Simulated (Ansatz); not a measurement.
Write a Python script for Ansatz 0.2.0 through its Python package that makes a rigid scan of one bond angle of H3OSSi, SMILES O[SiH2][S]. Settings (for the species named): r2scan0, def2-SVP basis, multiplicity 2.

```yaml
atoms:
  - { symbol: O, position_ang: [-0.3408, -1.3101, -0.1468] }
  - { symbol: Si, position_ang: [0.3719, 0.1664, 0.1599] }
  - { symbol: S, position_ang: [-1.0548, 1.6377, -0.4682] }
  - { symbol: H, position_ang: [-1.1970, -1.1190, -0.5442] }
  - { symbol: H, position_ang: [1.6189, 0.2604, -0.6577] }
  - { symbol: H, position_ang: [0.6439, 0.3007, 1.6107] }
```

The script, `bend_h3ossi.py`:
```python
import ansatz as az
from ase import Atoms


def main() -> None:
    atoms = Atoms(["O", "Si", "S", "H", "H", "H"], positions=[
        (-0.3408, -1.3101, -0.1468),
        (0.3719, 0.1664, 0.1599),
        (-1.0548, 1.6377, -0.4682),
        (-1.197, -1.119, -0.5442),
        (1.6189, 0.2604, -0.6577),
        (0.6439, 0.3007, 1.6107),
    ])

    first = az.Crystal.molecule_from_ase(atoms).calculation()
    first = first.basis(gaussian="def2-SVP").functional("r2scan0")
    first = first.spin("collinear", total=1).relax(force_tolerance=0.02, max_steps=80)
    atoms.positions = first.run(threads=1).report["positions_ang"]

    rows = []
    for angle in [85, 95, 105, 115, 125, 140, 160]:
        bent = atoms.copy()
        bent.set_angle(1, 0, 3, angle, indices=[3])
        base = (
            az.Crystal.molecule_from_ase(bent).calculation()
            .basis(gaussian="def2-SVP")
            .functional("r2scan0")
            .spin("collinear", total=1)
        )
        rows.append((angle, base.run(threads=1).report["free_energy_ev"]))
    floor = min(e for _, e in rows)
    for angle, e in rows:
        print(f"angle Si1-O0-H3 = {angle:3d} deg   {1000 * (e - floor):9.1f} meV")


if __name__ == "__main__":
    main()
```

```console
$ python bend_h3ossi.py
angle Si1-O0-H3 =  85 deg       506.2 meV
angle Si1-O0-H3 =  95 deg       217.3 meV
angle Si1-O0-H3 = 105 deg        59.8 meV
angle Si1-O0-H3 = 115 deg         0.0 meV
angle Si1-O0-H3 = 125 deg        10.5 meV
angle Si1-O0-H3 = 140 deg       106.5 meV
angle Si1-O0-H3 = 160 deg       275.1 meV
```

Caveats:
- The scan is rigid, and the energies are electronic, in a modest basis. The zero is the lowest point of the grid, which needn't be the minimum.
- The species is open-shell (spin multiplicity 2).
- It ran for 3.7 min on 1 thread of Arm Neoverse V1, with other jobs on the host, peak memory 0.29 GiB.
